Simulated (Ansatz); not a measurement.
**CH₄Cl (doublet): the correlation ladder at distance Cl1–H2 along a hydrogen transfer = 1.279 Å, cc-pVDZ**

The task here is to estimate one member of a computed series from the others.

Method: cc-pVDZ, core rule «outside noble gas», up to 6 orbitals frozen; program: Ansatz 0.2.0, Gaussian basis.

To be run: UHF; CCSD(T) on ROHF; CCSD(T) on UHF; BCCD(T) on ROHF; CISD; CCSDT(Q) on ROHF; CCSDT(Q) on UHF; CASSCF and MRCISD+Q, 3 electrons in 3 orbitals; CASSCF and NEVPT2, 3 electrons in 3 orbitals; CASSCF and MRCISD+Q, 15 electrons in 12 orbitals; CASSCF and NEVPT2, 15 electrons in 12 orbitals.

**The geometry**

The geometry derives from fragments relaxed apart (PBE0/def2-TZVP) and kept rigid, so it is no stationary point. A hydrogen atom is moved between rigid fragments.

6 atoms, charge 0, spin multiplicity 2.

Atoms are counted from 1 here; the program's logs count them from 0.

Bond lengths: Cl1–H2 1.279 Å, C3–H4 1.080 Å, C3–H5 1.080 Å, C3–H6 1.080 Å. Angles: H4–C3–H5 120.0°, H4–C3–H6 120.0°, H5–C3–H6 120.0°.

The first run:

in.yaml reads:

```yaml
crystal:
  periodic: [false, false, false]
  atoms:
    - {symbol: Cl, position_ang: [-0.899153, 0.000000, 0.000000]}
    - {symbol: H, position_ang: [0.379647, 0.000000, 0.000000]}
    - {symbol: C, position_ang: [2.094847, 0.000000, 0.000000]}
    - {symbol: H, position_ang: [2.094847, -1.080023, 0.000000]}
    - {symbol: H, position_ang: [2.094847, 0.540011, 0.935327]}
    - {symbol: H, position_ang: [2.094847, 0.540012, -0.935327]}
basis:
  gaussian: {orbitals: cc-pVDZ}
magnetization: {spin_polarized: true, initial_magnetization: 1}
hamiltonian: {xc: hf}
output: {orbitals: {seedname: orbitals}}
```

On the command line:

```bash
ansatz run in.yaml --threads 1 --pin off --events-out ev --progress --plain --max-ram 4096MiB --backend cpu
```

Steps of the session up to this table: UHF; CCSD(T) on ROHF; CCSD(T) on UHF; BCCD(T) on ROHF; CISD; CCSDT(Q) on ROHF; CCSDT(Q) on UHF; CASSCF and MRCISD+Q, 3 electrons in 3 orbitals; CASSCF and NEVPT2, 3 electrons in 3 orbitals; CASSCF and MRCISD+Q, 15 electrons in 12 orbitals; CASSCF and NEVPT2, 15 electrons in 12 orbitals.

One table of the session follows, with a row left open; its other results are not shown here.

It belongs to the step «Misses and costs». 

| method | from UCCSDT(Q) (kJ/mol) |
| --- | --- |
| ROHF | +865.7 |
| UHF | +853.2 |
| RMP2 | +116.0 |
| UMP2 | +116.7 |
| CISD | ? |
| RCCSD | +18.3 |
| UCCSD | +18.0 |
| RCCSD(T) | +2.9 |
| UCCSD(T) | +2.9 |
| BCCD(T) | +2.9 |
| RCCSDT | +1.1 |
| UCCSDT | +1.1 |
| RCCSDT(Q) | +0.1 |
| UCCSDT(Q) | 0 |
| CASSCF valence | +660.2 |
| NEVPT2 valence | +143.3 |
| MRCISD valence | +53.6 |
| MRCISD+Q valence | +3.3 |

Q: Estimate the row for CISD from the others.

As computed: from UCCSDT(Q) (kJ/mol): +91.5. In the column «from UCCSDT(Q) (kJ/mol)» it lies between MRCISD valence (+53.6) and RMP2 (+116.0).

Limits of these values: Left out of the table: CASSCF pair, NEVPT2 pair, MRCISD pair, MRCISD+Q pair (the active space lost an orbital or holds another state than full CI finds). Restricted and unrestricted rows rest on different reference determinants; where their highest levels disagree by more than a few hundredths of an eV, they describe different states and don't form one ladder. Warnings in the runs' records: passed over end.
